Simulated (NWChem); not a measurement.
System: ammonia (NH3); SMILES N

Input file for NWChem:

```
start job
memory heap 200 mb stack 900 mb global 1100 mb
geometry units angstroms noautosym nocenter noautoz
  N      0.000000     0.000000     0.138852
  H      0.661761     0.661761    -0.266384
  H      0.242221    -0.903982    -0.266384
  H     -0.903982     0.242221    -0.266384
end
basis spherical
  * library 6-31+g*
end
dft
  xc bhlyp
  iterations 150
end
tddft
  nroots 8
  notriplet
end
task tddft energy
```

Parts of the log:

```
             Northwest Computational Chemistry Package (NWChem) 7.3.0
             --------------------------------------------------------

                             Geometry "geometry" -> ""
                             -------------------------

 Output coordinates in angstroms (scale by  1.889725989 to convert to a.u.)

  No.       Tag          Charge          X              Y              Z
 ---- ---------------- ---------- -------------- -------------- --------------
    1 N                    7.0000     0.00000000     0.00000000     0.13885200
    2 H                    1.0000     0.66176100     0.66176100    -0.26638400
    3 H                    1.0000     0.24222100    -0.90398200    -0.26638400
    4 H                    1.0000    -0.90398200     0.24222100    -0.26638400

 Effective nuclear repulsion energy (a.u.)      11.8759166753

                                 NWChem DFT Module
                                 -----------------

 Summary of "ao basis" -> "ao basis" (spherical)
 ------------------------------------------------------------------------------
       Tag                 Description            Shells   Functions and Types
 ---------------- ------------------------------  ------  ---------------------
 N                          6-31+g*                  8       18   4s3p1d
 H                          6-31+g*                  2        2   2s

            General Information
            -------------------
          SCF calculation type: DFT
          Wavefunction type:  closed shell.
          No. of atoms     :     4
          No. of electrons :    10
           Alpha electrons :     5
            Beta electrons :     5
          Charge           :     0
          Spin multiplicity:     1
          Use of symmetry is: off; symmetry adaption is: off
          Maximum number of iterations: 150
          AO basis - number of functions:    24
                     number of shells:    14
          Convergence on energy requested:  1.00D-06
          Convergence on density requested:  1.00D-05
          Convergence on gradient requested:  5.00D-04

              XC Information
              --------------
                        BHLYP Method XC Functional
                     Hartree-Fock (Exact) Exchange  0.500
                        Slater Exchange Functional  0.500 local
                    Becke 1988 Exchange Functional  0.500 non-local
              Lee-Yang-Parr Correlation Functional  1.000

             Grid Information
             ----------------
          Grid used for XC integration:  medium
          Radial quadrature: Mura-Knowles
          Angular quadrature: Lebedev.
          Tag              B.-S. Rad. Rad. Pts. Rad. Cut. Ang. Pts.
          ---              ---------- --------- --------- ---------
          N                   0.65       49           6.0       434
          H                   0.35       45           7.0       434
          Grid pruning is: on
          Number of quadrature shells:   184
          Spatial weights used:  Erf1

      Superposition of Atomic Density Guess
      -------------------------------------

 Sum of atomic energies:         -55.79033969

      Non-variational initial energy
      ------------------------------

 Total energy =     -56.191776
 1-e energy   =     -98.029459
 2-e energy   =      29.961766
 HOMO         =      -0.383868
 LUMO         =       0.064981

   convergence    iter        energy       DeltaE   RMS-Dens  Diis-err
 ---------------- ----- ----------------- --------- --------- ---------
 d= 0,ls=0.0,diis     1    -56.4909140620 -6.84D+01  1.59D-02  1.93D-01
 d= 0,ls=0.0,diis     2    -56.5033408575 -1.24D-02  7.00D-03  1.03D-01
 d= 0,ls=0.0,diis     3    -56.5140589714 -1.07D-02  1.54D-03  4.63D-03
 d= 0,ls=0.0,diis     4    -56.5145800793 -5.21D-04  2.30D-04  3.24D-05
 d= 0,ls=0.0,diis     5    -56.5145855760 -5.50D-06  6.59D-05  6.23D-07
 d= 0,ls=0.0,diis     6    -56.5145857761 -2.00D-07  1.37D-05  1.22D-08
 d= 0,ls=0.0,diis     7    -56.5145857822 -6.18D-09  1.19D-06  1.69D-10

         Total DFT energy =      -56.514585782243
      One electron energy =      -99.437689976490
           Coulomb energy =       39.022525536946
    Exchange-Corr. energy =       -7.975338018047
 Nuclear repulsion energy =       11.875916675348

 Numeric. integr. density =       10.000001715103

                       DFT Final Molecular Orbital Analysis
                       ------------------------------------

[...]

                                NWChem TDDFT Module
                                -------------------

            General Information
            -------------------
           No. of orbitals :      48
            Alpha orbitals :      24
             Beta orbitals :      24
        Alpha frozen cores :       0
         Beta frozen cores :       0
     Alpha frozen virtuals :       0
      Beta frozen virtuals :       0
         Spin multiplicity :       1
    Number of AO functions :      24
        Use of symmetry is : off
      Symmetry adaption is : off
         Schwarz screening :  0.10D-07

              XC Information
              --------------
                 BHLYP Method XC Functional
              Hartree-Fock (Exact) Exchange   0.50
                 Slater Exchange Functional   0.50 local
             Becke 1988 Exchange Functional   0.50 non-local
       Lee-Yang-Parr Correlation Functional   1.00

             TDDFT Information
             -----------------
          Calculation type : TDDFT
         Wavefunction type : Restricted singlets
          No. of electrons :      10
           Alpha electrons :       5
            Beta electrons :       5
              No. of roots :       8
          Max subspacesize :    5600
            Max iterations :     100
               Target root :       1
           Target symmetry : none
      Symmetry restriction : off
                 Algorithm : Optimal
        Davidson threshold :  0.10D-03

    8 smallest eigenvalue differences (eV)
--------------------------------------------------------
  No. Spin  Occ  Vir  Irrep   E(Occ)    E(Vir)   E(Diff)
--------------------------------------------------------
    1    1    5    6 a        -0.340     0.047    10.534
    2    1    5    7 a        -0.340     0.118    12.450
    3    1    5    8 a        -0.340     0.118    12.450
    4    1    5    9 a        -0.340     0.148    13.275
    5    1    4    6 a        -0.534     0.047    15.828
    6    1    3    6 a        -0.534     0.047    15.828
    7    1    5   10 a        -0.340     0.243    15.849
    8    1    5   11 a        -0.340     0.243    15.849
--------------------------------------------------------

  Entering Davidson iterations
  Restricted singlet excited states

  Iter   NTrls   NConv    DeltaV     DeltaE      Time
  ----  ------  ------  ---------  ---------  ---------
    1      8       0     0.30E+00   0.10+100        0.3
    2     24       0     0.38E-01   0.27E-01        0.5
    3     40       0     0.45E-02   0.78E-03        0.5
    4     56       2     0.49E-03   0.61E-05        0.5
    5     68       8     0.36E-04   0.21E-07        0.4
  ----  ------  ------  ---------  ---------  ---------
  Convergence criterion met

  Ground state a         -56.514585782243 a.u.

  ----------------------------------------------------------------------------
  Root   1 singlet a              0.264866833 a.u.                7.2074 eV
  ----------------------------------------------------------------------------
     Transition Moments    X -0.00000   Y -0.00000   Z  0.84175
     Dipole Oscillator Strength                    0.1251115620
     Electric Quadrupole                           0.0000000008
     Magnetic Dipole                               0.0000000000
     Total Oscillator Strength                     0.1251115628

     Occ.    5  a   ---  Virt.    6  a   -0.98765 X
     Occ.    5  a   ---  Virt.    9  a   -0.09687 X
     Occ.    5  a   ---  Virt.   12  a    0.11257 X
  ----------------------------------------------------------------------------
  Root   2 singlet a              0.334643234 a.u.                9.1061 eV
  ----------------------------------------------------------------------------
     Transition Moments    X  0.06722   Y -0.06722   Z -0.00000
     Dipole Oscillator Strength                    0.0020163984
     Electric Quadrupole                           0.0000002952
     Magnetic Dipole                               0.0000000034
     Total Oscillator Strength                     0.0020166969

     Occ.    5  a   ---  Virt.    7  a    0.98221 X
     Occ.    5  a   ---  Virt.   11  a    0.17909 X
     Occ.    5  a   ---  Virt.   13  a    0.05029 X
  ----------------------------------------------------------------------------
  Root   3 singlet a              0.334643346 a.u.                9.1061 eV
  ----------------------------------------------------------------------------
     Transition Moments    X -0.06723   Y -0.06723   Z -0.00000
     Dipole Oscillator Strength                    0.0020164819
     Electric Quadrupole                           0.0000002952
     Magnetic Dipole                               0.0000000034
     Total Oscillator Strength                     0.0020167804

     Occ.    5  a   ---  Virt.    8  a   -0.98221 X
     Occ.    5  a   ---  Virt.   10  a   -0.17909 X
     Occ.    5  a   ---  Virt.   14  a   -0.05029 X
  ----------------------------------------------------------------------------
  Root   4 singlet a              0.384118404 a.u.               10.4524 eV
  ----------------------------------------------------------------------------
     Transition Moments    X  0.00000   Y  0.00000   Z -0.27632
     Dipole Oscillator Strength                    0.0195517485
     Electric Quadrupole                           0.0000007662
     Magnetic Dipole                               0.0000000000
     Total Oscillator Strength                     0.0195525147

[...]
```

Level: BHandHLYP/6-31+G* (spherical d), full TDDFT. Geometry: optimised at PBE0/def2-SVP.
